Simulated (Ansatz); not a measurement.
# C2H7Al (SMILES [CH3][AlH][CH3]): levels of theory compared

We compute a comparison of 3 runs (HF/STO-3G, r2SCAN/def2-SVPD, MP2/def2-SVPD) of C2H7Al. 

The calculation is run with Ansatz 0.2.0.

36 further runs of the same task are left out: 36 set aside as unsound or not needed.

### Step 1. The system as given

C2H7Al: 10 atoms, total charge 0, spin state singlet. As SMILES, `[CH3][AlH][CH3]`. One bond was lengthened or shortened from a relaxed shape.

Bond lengths: C1–Al2 1.954 Å, Al2–C3 1.954 Å, C1–H4 1.095 Å, C1–H5 1.092 Å, C1–H6 1.096 Å, Al2–H7 1.595 Å, C3–H8 1.093 Å, C3–H9 1.260 Å, C3–H10 1.096 Å. Some angles: C1–Al2–C3 121.2°, C1–Al2–H7 120.2°, C3–Al2–H7 118.5°, Al2–C1–H4 111.1°, Al2–C1–H5 113.4°, Al2–C1–H6 110.4°, Al2–C3–H8 113.4°, Al2–C3–H9 111.0°, Al2–C3–H10 110.5°, H4–C1–H5 108.0°.

### Step 2. A single-point energy at HF/STO-3G (run 1)

input.yaml

```yaml
basis:
  gaussian: {orbitals: STO-3G}
crystal:
  periodic: [false, false, false]
  atoms:
    - symbol: C
      position_ang: [-1.263808, 1.078412, -0.750984]
    - symbol: Al
      position_ang: [0.452092, 0.176612, -0.504084]
    - symbol: C
      position_ang: [0.859192, -0.794188, 1.142016]
    - symbol: H
      position_ang: [-2.098708, 0.388012, -0.588884]
    - symbol: H
      position_ang: [-1.381708, 1.523312, -1.741484]
    - symbol: H
      position_ang: [-1.385008, 1.878512, -0.011284]
    - symbol: H
      position_ang: [1.560992, 0.233612, -1.648884]
    - symbol: H
      position_ang: [0.024292, -0.825188, 1.846316]
    - symbol: H
      position_ang: [1.201900, -1.980900, 0.894300]
    - symbol: H
      position_ang: [1.711592, -0.336088, 1.656816]
hamiltonian: {xc: hf}
accuracy: high
output: {orbitals: {seedname: orbitals}}
```

Started as:

```sh
$ ansatz run input.yaml --threads 1 --pin off --max-ram 3480MiB --events-out events.jsonl --progress --plain --runs-dir runs
```

Standard output:

```text
Warning: RAYON_NUM_THREADS=1 ignored (pool sized by the plan → 1); use --threads N
Functional definition: HF
  name "HF"
  exchange = exact_x
  correlation = 0
504 factors; integrals over basis functions are off by at most 4.2e-9 eV
mean field evaluation 1: about -8649.6963 eV, gradient 1.4e1 eV
mean field evaluation 2: about -8649.7649 eV, gradient 1.4e1 eV
mean field evaluation 4: about -8650.6250 eV, gradient 6.7e-1 eV
mean field evaluation 8: about -8650.6257 eV, gradient 1.9e-6 eV
mean field -8650.62565069 eV, -317.9046290582 hartree, gradient 2.1e-8 eV, S^2 0.000000; 0 other end points of the search recorded, 0 dependent functions left out
reference -8650.62565069 eV, -317.9046290582 hartree; 16, 16 occupied and 10, 10 virtual orbitals, 504 factors
Total energy: -8650.62565069 eV, -317.9046290582 hartree
```

It took 0.16 s on 1 thread of Arm Neoverse V2, shared host.

### Step 3. A single-point energy at r2SCAN/def2-SVPD (run 2)

input.yaml

```yaml
crystal:
  periodic: [false, false, false]
  atoms:
    - {symbol: C, position_ang: [-1.263808, 1.078412, -0.750984]}
    - {symbol: Al, position_ang: [0.452092, 0.176612, -0.504084]}
    - {symbol: C, position_ang: [0.859192, -0.794188, 1.142016]}
    - {symbol: H, position_ang: [-2.098708, 0.388012, -0.588884]}
    - {symbol: H, position_ang: [-1.381708, 1.523312, -1.741484]}
    - {symbol: H, position_ang: [-1.385008, 1.878512, -0.011284]}
    - {symbol: H, position_ang: [1.560992, 0.233612, -1.648884]}
    - {symbol: H, position_ang: [0.024292, -0.825188, 1.846316]}
    - {symbol: H, position_ang: [1.201900, -1.980900, 0.894300]}
    - {symbol: H, position_ang: [1.711592, -0.336088, 1.656816]}
basis:
  gaussian: {orbitals: def2-SVPD}
hamiltonian: {xc: r2scan}
accuracy: high
output: {orbitals: {seedname: orbitals}}
```

Started as:

```sh
$ ansatz run input.yaml --threads 1 --pin off --max-ram 3480MiB --events-out events.jsonl --progress --plain --runs-dir runs
```

Standard output:

```text
Warning: RAYON_NUM_THREADS=1 ignored (pool sized by the plan → 1); use --threads N
Functional definition: r2SCAN
  name "r2SCAN"
  parameter k0 = 0.174
  parameter k1 = 0.065
  parameter a1 = 4.9479
  exchange = r2scan_x(k0 = k0, k1 = k1, a1 = a1)
  correlation = r2scan_c
2458 factors; integrals over basis functions are off by at most 3.3e-9 eV
mean field evaluation 1: about -8767.4457 eV, gradient 6.9e1 eV
mean field evaluation 2: about -8756.6184 eV, gradient 8.6e1 eV
mean field evaluation 4: about -8779.0857 eV, gradient 2.3e0 eV
mean field evaluation 8: about -8779.1070 eV, gradient 5.4e-2 eV
mean field evaluation 16: about -8779.1070 eV, gradient 4.3e-6 eV
mean field -8779.10697123 eV, -322.6262305002 hartree, gradient 7.0e-8 eV, S^2 0.000000; 0 other end points of the search recorded, 0 dependent functions left out
reference -8779.10697261 eV, -322.6262305510 hartree; 16, 16 occupied and 104, 104 virtual orbitals, 2458 factors
Total energy: -8779.10697261 eV, -322.6262305510 hartree
```

Wall time 17 s (1 thread of Arm Neoverse V2, shared host); peak memory 0.42 GiB.

### Step 4. The energy at MP2/def2-SVPD (run 3)

Changes to input.yaml since step 3:

```diff
@@ -1 +1,4 @@
+basis:
+  gaussian:
+    orbitals: def2-SVPD
 crystal:
@@ -13,6 +16,5 @@
     - {symbol: H, position_ang: [1.711592, -0.336088, 1.656816]}
-basis:
-  gaussian: {orbitals: def2-SVPD}
-hamiltonian: {xc: r2scan}
+correlation:
+  method: mp2
+  frozen_orbitals: {Al: 5, C: 1, H: 0}
 accuracy: high
-output: {orbitals: {seedname: orbitals}}
```

Started as:

```sh
$ ansatz run input.yaml --threads 1 --pin off --max-ram 3480MiB --events-out events.jsonl --progress --plain --runs-dir runs
```

Standard output:

```text
Warning: RAYON_NUM_THREADS=1 ignored (pool sized by the plan → 1); use --threads N
[... 4 set-up lines as earlier in the session ...]
2458 factors; integrals over basis functions are off by at most 3.3e-9 eV
mean field evaluation 1: about -8748.2732 eV, gradient 3.0e1 eV
mean field evaluation 2: about -8748.2754 eV, gradient 3.0e1 eV
mean field evaluation 4: about -8750.7643 eV, gradient 2.4e0 eV
mean field evaluation 8: about -8750.7922 eV, gradient 7.9e-3 eV
mean field -8750.79221383 eV, -321.5856823583 hartree, gradient 2.3e-8 eV, S^2 0.000000; 0 other end points of the search recorded, 0 dependent functions left out
7 core orbitals not correlated: weight in the atoms' cores, before any rotation towards them, 1.000 or more for the frozen orbitals, at most 0.000 for the correlated occupied ones
reference -8750.79221383 eV, -321.5856823583 hartree; 9, 9 occupied and 104, 104 virtual orbitals, 2458 factors
second order -10.41438497 eV of doubles, -0.00000000 eV of singles
Total energy: -8761.20659881 eV, -321.9684039470 hartree
```

Run time: 5.4 s. Hardware: 1 thread of Arm Neoverse V2, shared host; peak memory 0.38 GiB.

### Step 5. All runs side by side

| run | level | frozen core orbitals | energy (Eh) | HOMO energy (eV) | LUMO energy (eV) | HOMO–LUMO gap (eV) | wall time |
| --- | --- | --- | --- | --- | --- | --- | --- |
| 1 | HF/STO-3G | – | -317.904629 | -8.73 | 8.88 | 17.61 | 0.16 s |
| 2 | r2SCAN/def2-SVPD | – | -322.626231 | -6.80 | -1.28 | 5.51 | 17 s |
| 3 | MP2/def2-SVPD | 7 | -321.968404 | – | – | – | 5.4 s |

### Step 6. Summary of results

| quantity | value |
| --- | --- |
| run 3: total energy | -321.96840 Eh |
| run 3: correlation energy (7 core orbitals frozen) | -382.7 mEh |

**Reading.** In run 1 the basis is minimal, so the values are rough. All runs together took 22 s, the longest 17 s.
